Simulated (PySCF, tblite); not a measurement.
# C₃H₄NO₂ radical: geometry, infrared bands and EPR parameters

What infrared bands and EPR parameters should C₃H₄NO₂ radical (`COC(=O)C=[N]`) show?

Computed with tblite 0.8.0 and PySCF 2.14.0, with density-fitted response routines of our own, on a single molecule in the gas phase. Atoms are numbered from 0 throughout.

### Step 1. Starting geometry

10 atoms, charge 0, multiplicity 2; geometry from: force field or distance geometry start.

Bonds of the start (Å): C0–O1 1.41, O1–C2 1.34, C2–O3 1.23, C2–C4 1.48, C4–N5 1.46, C0–H6 1.10, C0–H7 1.09, C0–H8 1.10, C4–H9 1.09.

### Step 2. Geometry optimisation with GFN2-xTB

What the job is given:

```
{"job": {"kind": "relax", "xc": "GFN2-xTB", "basis": "xTB"}, "charge": 0, "multiplicity": 2}
C     -1.567100    -0.558300    -0.059000
O     -0.188200    -0.608500     0.240100
C      0.495800     0.498000    -0.089800
O      0.070200     1.531300    -0.607100
C      1.915400     0.312000     0.283500
N      2.952300     0.359800    -0.742200
H     -2.057800     0.257100     0.494900
H     -1.720100    -0.423400    -1.130700
H     -2.024800    -1.506200     0.246100
H      2.133200     0.142800     1.341700
```

Started as:

```sh
$ OMP_NUM_THREADS=1 python probes_run.py task.json out
```

The driver reads the jobs from task.json and runs them one after another.

**Question.** This job is followed by: GFN2-xTB harmonic vibrations, gas phase; UKS B3LYP, pcH-1 on C H N O, non-relativistic, mean-field spin-orbit, GIAO. What will the session give for the following? strongest single infrared mode (GFN2-xTB); zero-point energy (GFN2-xTB); g(iso) (B3LYP); ⟨S²⟩; largest a(iso) (averaged by class); surface potential, 1st and 99th percentile.

**Answer**, as computed:

| quantity | value |
| --- | --- |
| strongest single infrared mode (GFN2-xTB) | 1796 cm⁻¹, 471 km/mol |
| zero-point energy (GFN2-xTB) | 41.8 kcal/mol |
| g(iso) (B3LYP) | 2.00299 |
| ⟨S²⟩ | 0.759 (exact 0.75) |
| largest a(iso) (averaged by class) | 1H on H9, 253.2 MHz |
| surface potential, 1st and 99th percentile | -1.49 V and 1.51 V |

The optimisation took 69 steps and gained 1.615 eV; among the close pairs (by a distance rule), C4–N5 changed most, from 1.459 to 1.212 Å. No mode is imaginary among the 24: a minimum at this level. The strongest single mode, at 1796 cm⁻¹, moves mainly C2 and O3. GFN2-xTB is a fitted tight-binding method: band positions and strengths are rough. Its intensities can rank the bands wrongly. N5 carries the largest spin population, 0.91 e. The isotropic g lies 0.7 ppt above the free-electron value.
